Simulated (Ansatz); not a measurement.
Take BaO in the rock salt structure (space group Fm-3m, No. 225; a = 5.574 Å) as the base.

Computed with PBE in Ansatz (plane waves to 420 eV, PAW, without spin-orbit coupling).

It is then changed as follows: Mg takes the place of Ba on all its sites; the structure is relaxed again.

Measured lattice parameter a: BaO 5.54 Å (room temperature; as listed in Juan A. Santana et al., The Journal of Chemical Physics (2016)); MgO 4.189 Å (static lattice; corrected from measurement; as listed in Daniel Mejia-Rodriguez, S. B. Trickey, Phys. Rev. B (2018)).

Problem. How well does PBE reproduce the measured shift?

Solution. With PBE the lattice parameter a moves by -1.320 Å (5.574 → 4.254) against -1.351 Å measured. The two measured values stand on different bases (one corrected, one not), which blurs small differences.

Stability against distortions was not tested.

Ansatz is a first-principles code.
